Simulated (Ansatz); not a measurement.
## Ansatz (development build ahead of 0.2.0) run

```yaml
crystal:
  periodic: [false, false, false]
  atoms:
    - { symbol: H, position_ang: [0.0, 0.0, 0.0] }
    - { symbol: "N", position_ang: [0.0, 0.0, 2.472] }
    - { symbol: "N", position_ang: [0.0, 2.3878, -0.6398] }
basis:
  gaussian: { orbitals: pcseg-2 }
magnetization:
  initial_magnetization: 3
hamiltonian:
  xc: pbe0
```

The input is written out in the form of the current development build from the run's settings.

Results

| Property | Result |
| --- | --- |
| Converged | yes |
| Total energy | -109.42481 hartree |
| Spin squared of the determinant | 3.750 |
| Stability test | minimum among restricted orbitals |

Caution: stretched shape with no unrestricted run beside it, a lower state can exist; charge can spread falsely over distant fragments; other spin multiplicities may lie lower.
